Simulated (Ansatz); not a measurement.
**[BH$_{2}$···H···NH], triplet in cc-pVDZ: errors against UCCSDT(Q)**

Geometry: a point of a hydrogen-transfer path between rigid fragments, not a stationary point.

```xyz
6

B    -1.4925    0.0351    0.0000
H    -2.0892    1.0687    0.0000
H    -2.0892   -0.9985    0.0000
H    -0.1265    0.0351    0.0000
N     1.3455    0.0351    0.0000
H     1.6146   -0.9691    0.0000
```

Basis cc-pVDZ; Ansatz 0.2.0. Only valence electrons are correlated (noble-gas cores frozen), which leaves 12 electrons in 46 orbitals. Prefix R: restricted or restricted open-shell reference; prefix U: unrestricted. Active spaces: pair = (4e, 4o) about the gap.

Full CI isn't at hand for all of this; UCCSDT(Q) serves as the reference, and is uncertain by about the last step of the cluster series. The frozen core follows each run's orbitals, which can shift R against U totals by a few meV.

For open shells CISD is restricted-active-space CI with the open shells as a complete middle space.

```
UHF ⟨S²⟩                          : 2.030
T1 diagnostic (RCCSD)             : 0.0260
largest doubles amplitude (RCCSD) : 0.039
T1 diagnostic (UCCSD)             : 0.0150
```

| level | E − E(UCCSDT(Q)) (kJ/mol) | share of correlation (%) | wall time |
| --- | --- | --- | --- |
| RHF | 708.9 | 0.00 | – |
| UHF | 681.9 | 3.81 | – |
| RMP2 | 132.0 | 81.39 | – |
| UMP2 | 131.1 | 81.50 | – |
| CISD | 67.8 | 90.44 | 11 s |
| RCCSD | 16.0 | 97.74 | – |
| UCCSD | 15.6 | 97.80 | – |
| RCCSD(T) | 3.2 | 99.55 | 13 s |
| UCCSD(T) | 3.1 | 99.56 | 12 s |
| BCCD(T) | 3.2 | 99.55 | 5 s |
| RCCSDT | 0.8 | 99.89 | – |
| UCCSDT | 0.7 | 99.91 | – |
| RCCSDT(Q) | 0.1 | 99.98 | 1.7 min |
| CASSCF (pair space) | 658.1 | 7.16 | – |
| NEVPT2 (pair space) | 125.3 | 82.32 | 1.7 s |
| MRCISD (pair space) | 59.9 | 91.55 | – |
| MRCISD+Q (pair space) | 5.2 | 99.26 | 2.5 s |

The correlation energy at UCCSDT(Q), counted from RHF, is -7.347 eV. That run took 91 s on 1 thread of Arm Neoverse N1, shared host.

Times hold each run's SCF and search for its determinant on a shared host, so for small cases they say little of a method's own cost; they ran on 1 thread of Arm Neoverse N1.
